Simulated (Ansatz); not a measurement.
Input for Ansatz (development build ahead of 0.2.0):

```yaml
crystal:
  periodic: [false, false, false]
  atoms:
    - { symbol: C, position_ang: [-0.05239, -0.11254, -0.11624] }
    - { symbol: H, position_ang: [-0.28599, -0.04035, 0.95823] }
    - { symbol: H, position_ang: [0.49194, 0.82348, -0.32061] }
basis:
  gaussian: { orbitals: def2-SVP }
magnetization:
  spin_polarized: true
  initial_magnetization: 2
hamiltonian:
  xc: hf
correlation:
  method: mp2
  frozen_orbitals: { C: 1, H: 0 }
output:
  forces: true
```

The input is written out in the form of the current development build from the run's settings.

The run gave:

```
Converged                       : yes
Reference energy                : -38.87925 hartree
Correlation energy              : -0.09318 hartree
Total energy                    : -38.97244 hartree
Spin squared of the determinant : 2.013
Stability test                  : minimum
```

Forces (eV/Å):
```json
{"atom": "C1", "Fx": "0.607", "Fy": "1.970", "Fz": "1.701"}
{"atom": "H2", "Fx": "-0.672", "Fy": "-1.394", "Fz": "-0.246"}
{"atom": "H3", "Fx": "0.065", "Fy": "-0.576", "Fz": "-1.455"}
```
